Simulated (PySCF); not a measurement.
# H2SeBr−, a complex of two parts: interaction energy

The task here is to estimate one member of a computed series from the others.

Computed with PySCF 2.14.0; each step states its level. No surroundings beyond the atoms listed, unless a continuum is named. Atoms count from 0, parts from 1.

### The system as given

4 atoms, charge -1, multiplicity 1; geometry: GFN2-xTB. Parts: 1 = atoms 0–2, `[SeH2]`, charge 0; 2 = atom 3, `[Br-]`, charge -1. In the given geometry H2 has moved to Br3 of another part (1.46 Å), so values for the parts refer to these atom groups.

Set-up of the first run:

The job: settings as JSON, then the geometry in Å.

```
{"job": {"xc": "PBE0", "basis": "def2-TZVPD", "d3": "d3bj", "grid": 3, "kind": "geom", "shake": 0.01}, "charge": -1, "multiplicity": 1, "parts": [{"atoms": "0-2", "charge": 0, "multiplicity": 1}, {"atoms": "3-3", "charge": -1, "multiplicity": 1}]}
Se    -0.224285     0.661876    -0.207358
H     -1.278737    -0.229222    -0.074771
H      1.575410    -0.538315     0.556628
Br     2.700263    -1.325992     1.044008
```

On the command line:

```bash
> OMP_NUM_THREADS=1 python cluster_run.py task.json out
```

The driver reads the jobs from task.json and runs them one after another.

Among the steps run: Relaxing the molecule at PBE0-D3(BJ)/def2-TZVPD; Coupled-cluster interaction energy: CCSD(T) and MP2, 2.07 Å; Coupled-cluster interaction energy: CCSD(T) and MP2, 2.17 Å; Coupled-cluster interaction energy: CCSD(T) and MP2, 2.27 Å; Coupled-cluster interaction energy: CCSD(T) and MP2, 1.96 Å; Coupled-cluster interaction energy: CCSD(T) and MP2, 2.58 Å; Coupled-cluster interaction energy: CCSD(T) and MP2, 1.86 Å; Coupled-cluster interaction energy: CCSD(T) and MP2, 3.10 Å; Coupled-cluster interaction energy: CCSD(T) and MP2, 4.13 Å.

One of the session's tables, all rows but one given; the rest of the session is left out.

It belongs to the step «Coupled-cluster interaction energy: CCSD(T) and MP2, 4.13 Å». 

| method | interaction energy (kcal/mol) |
| --- | --- |
| HF/aug-cc-pVDZ | ? |
| MP2/aug-cc-pVDZ | -3.68 |
| CCSD/aug-cc-pVDZ | -3.44 |
| CCSD(T)/aug-cc-pVDZ | -3.48 |
| HF/aug-cc-pVQZ | -3.28 |
| MP2/aug-cc-pVQZ | -3.78 |
| SCS-MP2/aug-cc-pVQZ | -3.57 |
| MP2, extrapolated | -3.83 |
| CCSD(T), limit estimate | -3.63 |

**Question.** Estimate the row for HF/aug-cc-pVDZ.

The run gave: interaction energy (kcal/mol): -3.38. In the column «interaction energy (kcal/mol)» it lies between CCSD/aug-cc-pVDZ (-3.44) and HF/aug-cc-pVQZ (-3.28).
